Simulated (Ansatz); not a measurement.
# SiH2O (quintet): wave-function methods side by side, def2-TZVPP

An exercise on one series of results from a longer session: the logs are not shown, and one member is left open.

The runs use Ansatz 0.2.0, Gaussian basis; def2-TZVPP, core rule «outside noble gas», up to 6 orbitals frozen.

Plan: UHF; ROHF; CCSD(T) on UHF.

2 further runs of the same task are left out: 2 set aside as unsound or not needed.

## The geometry

The geometry is a PBE0/def2-TZVP stationary point (not a proven minimum) of the parent state, kept for this charge and spin.

4 atoms, charge 0, spin multiplicity 5.

Atoms are counted from 1 here; the program's logs count them from 0.

Bond lengths: Si1–O2 1.676 Å, Si1–H3 1.466 Å, Si1–H4 1.466 Å. Angles: O2–Si1–H3 114.7°, O2–Si1–H4 114.7°, H3–Si1–H4 130.6°.

The first run:

Input file in.yaml:

```yaml
crystal:
  periodic: [false, false, false]
  atoms:
    - {symbol: Si, position_ang: [0.000000, 0.000000, 0.554993]}
    - {symbol: O, position_ang: [0.000000, 0.000000, -1.121434]}
    - {symbol: H, position_ang: [0.000000, 1.331946, 1.168229]}
    - {symbol: H, position_ang: [0.000000, -1.331946, 1.168229]}
basis:
  gaussian: {orbitals: def2-TZVPP}
magnetization: {spin_polarized: true, initial_magnetization: 4}
hamiltonian: {xc: hf}
output: {orbitals: {seedname: orbitals}}
```

Started as:

```console
$ ansatz run in.yaml --threads 1 --pin off --events-out ev --progress --plain --max-ram 4096MiB --backend cpu
```

Steps of the session up to this table: UHF; ROHF; CCSD(T) on UHF.

One table of the session follows, with a row left open; its other results are not shown here.

| method | from UCCSD(T) (kcal/mol) |
| --- | --- |
| ROHF | +195.96 |
| UHF | ? |
| UMP2 | +35.46 |
| UCCSD | +6.83 |
| UCCSD(T) | 0 |

Q: Estimate the row for UHF from the others.

As computed: from UCCSD(T) (kcal/mol): +189.27. In the column «from UCCSD(T) (kcal/mol)» it lies between UMP2 (+35.46) and ROHF (+195.96).
